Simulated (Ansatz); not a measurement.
## Ansatz (development build ahead of 0.2.0) run

```yaml
crystal:
  periodic: [false, false, false]
  atoms:
    - { symbol: C, position_ang: [0.01967, -0.64647, -0.69159] }
    - { symbol: C, position_ang: [-0.0064, -0.59959, 0.69689] }
    - { symbol: C, position_ang: [-0.03369, 0.56437, -1.5964] }
    - { symbol: C, position_ang: [-0.04548, 0.54676, 1.60553] }
    - { symbol: H, position_ang: [-0.00681, -1.68009, -1.18866] }
    - { symbol: H, position_ang: [-0.02417, -1.69329, 1.13931] }
    - { symbol: H, position_ang: [0.00107, 1.45475, -1.09493] }
    - { symbol: H, position_ang: [0.90548, 0.55323, -2.22423] }
    - { symbol: H, position_ang: [-0.86332, 0.46406, -2.24483] }
    - { symbol: H, position_ang: [-0.04436, 1.46253, 1.11049] }
    - { symbol: H, position_ang: [-0.87659, 0.52522, 2.28566] }
    - { symbol: H, position_ang: [0.86536, 0.48291, 2.22303] }
basis:
  gaussian: { orbitals: "6-31G" }
hamiltonian:
  xc: hf
correlation:
  method: mp2
  frozen_orbitals: { C: 1, H: 0 }
```

The input is written out in the form of the current development build from the run's settings.

Output:

```json
{
  "Converged": "yes",
  "Reference energy": "-156.02434 hartree",
  "Correlation energy": "-0.36540 hartree",
  "Total energy": "-156.38974 hartree",
  "Spin squared of the determinant": "0.000"
}
```
